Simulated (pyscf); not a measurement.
H₃Si–O–PH₂ + H atom (H•) → •H₂Si–O–PH₂ + hydrogen (H₂), a hydrogen abstraction (doublet surface; H–Si broken, H–H formed). Single points on ωB97X-D3(BJ)/def2-SVP structures (PySCF, gas phase). Energies in kJ/mol from the separated reactants.

Small-basis levels: PySCF, no dispersion term, spherical d functions. AM1 to PM7: differences of heats of formation from MOPAC, which are fitted to 298 K values and so differ in kind from electronic energies by zero-point and thermal terms. GFN2-xTB: tblite. Open shells are spin-unrestricted. 

```json
[
 {"level": "HF/6-31G*", "barrier": "62.2", "reaction energy": "-10.8"},
 {"level": "MP2/6-31G*", "barrier": "53.0", "reaction energy": "-22.4"},
 {"level": "BP86/6-31G*", "barrier": "-6.6", "reaction energy": "-66.0"},
 {"level": "B3LYP/STO-3G", "barrier": "-15.0", "reaction energy": "-74.8"},
 {"level": "B3LYP/LANL2DZ", "barrier": "0.5", "reaction energy": "-73.8"},
 {"level": "M06-2X/6-31G*", "barrier": "26.7", "reaction energy": "-47.1"},
 {"level": "B3LYP/6-311+G**", "barrier": "3.6", "reaction energy": "-59.3"},
 {"level": "B3LYP/def2-SVP", "barrier": "3.7", "reaction energy": "-47.7"},
 {"level": "GFN2-xTB", "barrier": "33.5", "reaction energy": "+41.1"},
 {"level": "PM3", "barrier": "-90.0", "reaction energy": "-163.4"},
 {"level": "PM6", "barrier": "-62.7", "reaction energy": "-138.5"},
 {"level": "PM7", "barrier": "-63.5", "reaction energy": "-253.0"},
 {"level": "ωB97M-D3(BJ)/def2-TZVP", "barrier": "21.5", "reaction energy": "-38.3"}
]
```

Against the last row the barrier runs from -111.5 (PM3) to +40.7 kJ/mol (HF/6-31G*). At BP86/6-31G*, B3LYP/STO-3G, GFN2-xTB, PM3, PM6, PM7 this geometry lies under one side, so the entry may be no barrier of that level: it is a single point on another level's saddle. ωB97M-D3(BJ)/def2-TZVP has limits of its own. H₃Si–O–PH₂ lies 23.9 kJ/mol over its isomer HO–SiH₂–PH₂ (electronic energy, ωB97M-D3(BJ)/def2-TZVP). •H₂Si–O–PH₂ lies 68.3 kJ/mol over its isomer H₃Si–O–PH• (electronic energy, ωB97M-D3(BJ)/def2-TZVP). One saddle was located; it need not be the lowest between these sides. The angle at the transferred H is 176°.
